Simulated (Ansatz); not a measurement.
# P2 (triplet): wave-function methods side by side, cc-pVTZ

The task here is to estimate one member of a computed series from the others.

Method: cc-pVTZ, core rule «outside noble gas», up to 10 orbitals frozen; program: Ansatz 0.2.0, Gaussian basis.

The runs, in order: UHF; CCSD(T) on ROHF; CCSD(T) on UHF; BCCD(T) on ROHF; CISD as a restricted active space (open shells left free, so some higher excitations enter); CCSDT(Q) on ROHF; CCSDT(Q) on UHF; CASSCF and MRCISD+Q, 10 electrons in 8 orbitals; CASSCF and NEVPT2, 10 electrons in 8 orbitals.

20 further runs of the same task are left out: 9 that didn't finish, 11 set aside as unsound or not needed. Runs told in other sessions of the task aren't counted.

## What is computed

The geometry is a PBE0/def2-TZVP stationary point (not a proven minimum).

2 atoms, charge 0, spin multiplicity 3.

Atoms are counted from 1 here; the program's logs count them from 0.

Bond lengths: P1–P2 2.056 Å.

The first run:

File in.yaml:

```yaml
crystal:
  periodic: [false, false, false]
  atoms:
    - {symbol: P, position_ang: [0.000000, 0.000000, 0.000000]}
    - {symbol: P, position_ang: [0.000000, 0.000000, 2.055800]}
basis:
  gaussian: {orbitals: cc-pVTZ}
magnetization: {spin_polarized: true, initial_magnetization: 2}
hamiltonian: {xc: hf}
output: {orbitals: {seedname: orbitals}}
```

Started as:

```console
$ ansatz run in.yaml --threads 1 --pin off --events-out ev --progress --plain --max-ram 2393MiB
```

Steps of the session up to this table: UHF; CCSD(T) on ROHF; CCSD(T) on UHF; BCCD(T) on ROHF; CISD as a restricted active space (open shells left free, so some higher excitations enter); CCSDT(Q) on ROHF; CCSDT(Q) on UHF; CASSCF and MRCISD+Q, 10 electrons in 8 orbitals; CASSCF and NEVPT2, 10 electrons in 8 orbitals.

One table of the session follows, with a row left open; its other results are not shown here.

It belongs to the step «Misses and costs». 

| method | from RCCSDT(Q) (meV) |
| --- | --- |
| ROHF | +8273.3 |
| UHF | +7760.4 |
| RMP2 | ? |
| UMP2 | +2232.1 |
| CISD | +1517.8 |
| RCCSD | +851.8 |
| UCCSD | +890.2 |
| RCCSD(T) | +363.6 |
| UCCSD(T) | +421.3 |
| BCCD(T) | +371.4 |
| RCCSDT | +159.2 |
| UCCSDT | +179.2 |
| RCCSDT(Q) | 0 |
| UCCSDT(Q) | -8.1 |
| CASSCF valence | +6348.4 |
| NEVPT2 valence | +1392.0 |
| MRCISD valence | +746.6 |
| MRCISD+Q valence | +127.1 |

Estimate the missing values for RMP2.

The run gave: from RCCSDT(Q) (meV): +1691.3. In the column «from RCCSDT(Q) (meV)» it lies between CISD (+1517.8) and UMP2 (+2232.1).

The program flags UCCSD(T), RCCSDT(Q), UCCSDT(Q) as in doubt (see the logs), so the zero of the table is itself unsure.

Caveats from the session: The determinant of HF (⟨S²⟩ 2.54) is far from a pure spin state, so its energy mixes those of several spin states; that is harmless only where they are near-degenerate. The determinant of CCSD(T) (⟨S²⟩ 2.54) is far from a pure spin state, so its energy mixes those of several spin states; high orders of coupled cluster remove much of that, low ones don't. The report flags that the cluster equations may have other roots. The determinant of CCSDT(Q) (⟨S²⟩ 2.54) is far from a pure spin state, so its energy mixes those of several spin states; high orders of coupled cluster remove much of that, low ones don't. The program flags UCCSD(T), RCCSDT(Q), UCCSDT(Q) as in doubt, so the zero of the table is itself unsure. Restricted and unrestricted rows rest on different reference determinants; a gap between their highest levels can come from leftover correlation error, from unlike frozen cores or from another state.
